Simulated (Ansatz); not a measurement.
ZnAg (Pm-3m)

Method: DFT r2SCAN, scalar-relativistic, plane waves, PAW in Ansatz 0.2.0.

Plane waves to 500 eV, a k mesh through Γ of 14×14×14 on the computed 2-atom cell and Gaussian smearing (0.10 eV); no spin polarisation.

The structure is relaxed at this level of theory with its symmetry kept. Whether it is the stable form of this composition wasn't checked.

The structure is cubic, space group Pm-3m (No. 221). Conventional cell: a = 3.140 Å, b = 3.140 Å, c = 3.140 Å, α = 90.00°, β = 90.00°, γ = 90.00°. Around Zn (site symmetry m-3m) lie 8 Ag at 2.72 Å. Around Ag (site symmetry m-3m) lie 8 Zn at 2.72 Å.

```json
{
  "Volume per atom": "104.4 bohr³",
  "Formation energy from the elements' standard states (uncorrected)": "-0.032 eV/atom",
  "Generalised Kohn–Sham band gap": "none (metal)",
  "Density of states at the Fermi level": "0.47 states/eV per cell",
  "Bulk modulus": "109 GPa",
  "Its pressure derivative": "5.5",
  "Bader charges (e)": "Zn (1 in the cell) 0.31, Ag (1 in the cell) -0.31"
}
```

Cost: 6 runs of about 1.7 core-minutes in all, on Intel Xeon Platinum 8375C (Ice Lake) (shared hosts).